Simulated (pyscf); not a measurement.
Single points on ωB97X-D3(BJ)/def2-SVP structures (PySCF, gas phase).

Q: How much does it cost (ΔH, 298 K, ωB97M-D3(BJ)/def2-TZVP) to split C₇H₁₂ (SMILES C=CC1CCC1C) at its C–C bond into •HC=CH₂ + cyclic C₅H₉ (SMILES CC1[CH]CC1) [doublet]?

A: C–C to •HC=CH₂ + cyclic C₅H₉ (SMILES CC1[CH]CC1) [doublet]: 424.9 kJ/mol. The 7 functionals that were run give +383.3 (r²SCAN) to +426.1 kJ/mol (ωB97X-D3(BJ)). The radicals are drawn with the spin at the cut bond; how far it spreads was not checked. cyclic C₇H₁₂ (SMILES C=CC1CCC1C) lies 104.2 kJ/mol over its isomer cyclic C₇H₁₂ (SMILES CC1CC=CCC1), and others may lie lower still (electronic energy, ωB97M-D3(BJ)). cyclic C₅H₉ (SMILES CC1[CH]CC1) [doublet] lies 90.7 kJ/mol over its isomer cyclic C₅H₉ (SMILES [CH]1CCCC1) [doublet], and others may lie lower still (electronic energy, ωB97M-D3(BJ)). Other isomers of •HC=CH₂ were not searched in full and may lie lower.
